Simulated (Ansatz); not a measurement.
# AlH2S− (SMILES [AlH2][S-]): single points off equilibrium

The task here is to estimate one member of a computed series from the others.

Program: Ansatz 0.2.0, Gaussian basis. Level of theory: single points in def2-TZVPPD. These are calculated values, not measurements.

Cores are frozen in the correlated methods.

## The system as given

SMILES `[AlH2][S-]`, 4 atoms, charge -1, spin multiplicity 1.

Atoms are counted from 1 here; the program's logs count them from 0.

Bond lengths: Al1–S2 1.963 Å, Al1–H3 1.600 Å, Al1–H4 1.760 Å. Angles: S2–Al1–H3 135.6°, S2–Al1–H4 120.4°, H3–Al1–H4 101.9°.

As a file:

```
Al   -0.0427   -0.0728    0.1186
S     1.3556   -0.0794    1.4959
H    -1.2382   -1.0489   -0.3015
H     0.1241    0.9348   -1.3143
```

The first run:

File run/in.yaml:

```yaml
crystal:
  periodic: [false, false, false]
  atoms:
    - {symbol: Al, position_ang: [-0.042700, -0.072800, 0.118600]}
    - {symbol: S, position_ang: [1.355600, -0.079400, 1.495900]}
    - {symbol: H, position_ang: [-1.238200, -1.048900, -0.301500]}
    - {symbol: H, position_ang: [0.124100, 0.934800, -1.314300]}
basis:
  gaussian: {orbitals: "def2-TZVPPD.json"}
total_charge: -1
correlation: {method: ccsd_t}
output: {forces: true}
```

The basis file named in the input lies beside it (Basis Set Exchange, JSON).

The command line of these runs was not kept.

Among the steps run: CCSD(T)/def2-TZVPPD; PBE0-D4/def2-TZVPPD; wB97M-V/def2-TZVPPD; r2SCAN-D4/def2-TZVPPD; PBE-D4/def2-TZVPPD; CAM-B3LYP-D4/def2-TZVPPD; HSE06-D4/def2-TZVPPD.

One of the session's tables, all rows but one given; the rest of the session is left out.

```
      method  RMS force component (eV/Å)  angle to CCSD(T) forces (°)
     CCSD(T)                       1.572                    reference
     PBE0-D4                       1.429                          1.9
     wB97M-V                       1.438                          2.6
   r2SCAN-D4                           ?                            ?
      PBE-D4                       1.495                          2.9
CAM-B3LYP-D4                       1.401                          3.9
    HSE06-D4                       1.436                          1.8
```

**Question.** Estimate the row for r2SCAN-D4.

**Answer.** RMS force component (eV/Å): 1.461; angle to CCSD(T) forces (°): 1.4. In the column «RMS force component (eV/Å)» it lies between wB97M-V (1.438) and PBE-D4 (1.495).
